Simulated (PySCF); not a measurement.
## Four-centre ligand exchange

Start structure (CH7ClSi, closed shell), relaxed at PBE0-D4/def2-TZVP:

Si1  (-0.369, -0.966, -0.396)
Cl2  (1.620, -1.371, -0.765)
H3  (-1.164, -1.816, -1.317)
H4  (-0.645, -1.362, 1.006)
C5  (-0.699, 0.839, -0.677)
H6  (1.967, 0.301, 1.879)
H7  (1.704, 0.735, 2.427)
H8  (-0.093, 1.451, -0.006)
H9  (-1.754, 1.060, -0.488)
H10  (-0.468, 1.119, -1.706)
(Å)

The step: CH₅ClSi ([CH3][SiH2][Cl]) + H₂ → CH₆Si ([CH3][SiH3]) + HCl; bonds formed: Si1–H7, Cl2–H6; bonds broken: Si1–Cl2, H6–H7. Program: PySCF 2.14 with density fitting (its default auxiliary sets; JK sets also for MP2 and CCSD(T)). Basis: def2-TZVPP and def2-QZVPP. Cores are frozen in the correlated methods. Extrapolation: Hartree–Fock as exp(−7.88 √X), correlation as X^−2.97. Energies below are by CCSD(T) at an estimated basis limit (MP2 extrapolated from triple and quadruple zeta, plus CCSD(T) − MP2 in triple zeta).

Task: What are the electronic barrier and the energy of the step, from the start structure to the end structure? (To be estimated.)

Result: The calculation gives: Barrier 229.6 kJ/mol; step energy 78.8 kJ/mol (uphill); reverse barrier, their difference, 150.8 kJ/mol. Barrier and step energy count from the start structure, the reverse barrier from the end structure.

The saddle point: One imaginary mode of 773i cm⁻¹.
| pair | start (Å) | saddle (Å) | end (Å) |
| --- | --- | --- | --- |
| Si1–H7 | 3.89 | 1.72 | 1.50 |
| Cl2–H6 | 3.15 | 1.75 | 1.29 |
| Si1–Cl2 | 2.06 | 2.54 | 3.99 |
| H6–H7 | 0.75 | 0.89 | 1.92 |

Zero-point energy (harmonic, PBE0-D4): ZPE is 174.9 kJ/mol at the start and 181.6 kJ/mol at the saddle, so the barrier goes from 229.6 to 236.3 kJ/mol.

No T1 diagnostic of these runs exceeds 0.011.

Labels in which every atom is bracketed show which atoms are joined, not bond orders.

For scale, one of the runs: CCSD(T)/def2-TZVPP, 213 basis functions, launched by `OMP_NUM_THREADS=4 python run.py`. Hardware: 4 CPU threads of an Arm Neoverse V1, shared host. Wall time 7.3 min; peak host memory 2.7 GiB.
